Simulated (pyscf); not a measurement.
Four-centre exchange: •H₂Si–O–SiH₃ (SMILES [SiH2]O[SiH3]) + HF (SMILES F) -> F–SiH•–O–SiH₃ (SMILES F[SiH]O[SiH3]) + H₂ (SMILES [H][H])

Gas phase, doublet surface, charge 0. Bonds broken: Si1–H4, H5–F10. Bonds formed: Si1–F10, H4–H5. Optimised with ωB97X-D3(BJ)/def2-SVP in PySCF.

Transition state (Å):

```xyz
10

Si    -1.7023     0.8911     0.7248
O     -0.3328     0.8695    -0.1921
Si     0.8010    -0.3138    -0.5517
H     -2.8457    -0.0633    -0.1450
H     -2.3754    -0.7518     0.3557
H     -2.4512     2.1240     0.2620
H      1.4196    -0.8538     0.6873
H      0.1548    -1.4086    -1.3275
H      1.8442     0.3350    -1.3888
F     -1.5083    -1.0525     1.1582
```

One imaginary mode, 1138i cm⁻¹; descent along it reached the two sides named.

```csv
bond,change,reactant side (Å),saddle,product side
Si1–H4,breaks,1.508,1.725,3.5
H5–F10,breaks,0.927,1.219,2.472
Si1–F10,forms,3.0,2.001,1.637
H4–H5,forms,2.167,0.973,0.760
```

Electronic energies relative to the separated reactants (eV):

```csv
level,barrier,reaction energy,reverse barrier
ωB97X-D3(BJ)/def2-TZVP,1.08,-1.32,2.41
PBE/def2-TZVP,0.78,-1.30,2.08
r²SCAN/def2-TZVP,0.85,-1.41,2.25
B3LYP-D3(BJ)/def2-TZVP,1.04,-1.36,2.40
PBE0-D3(BJ)/def2-TZVP,0.98,-1.25,2.23
M06-2X/def2-TZVP,1.09,-1.42,2.51
ωB97M-D3(BJ)/def2-TZVP,1.04,-1.32,2.36
HF/def2-TZVP,1.96,-1.27,3.23
```

With ωB97M-D3(BJ)/def2-TZVP energies and thermal terms (ideal gas, 1 atm, RRHO with modes under 100 cm⁻¹ raised to 100, one conformer, R ln 2 for rigid chiral ones), in eV:

```csv
T (K),ΔH‡,ΔG‡,ΔH,ΔG
298,0.99,1.46,-1.41,-1.33
600,0.97,1.96,-1.39,-1.26
900,0.97,2.46,-1.37,-1.20
1200,0.99,2.95,-1.36,-1.14
```

This is the saddle that the search found; another between the same sides may lie lower.
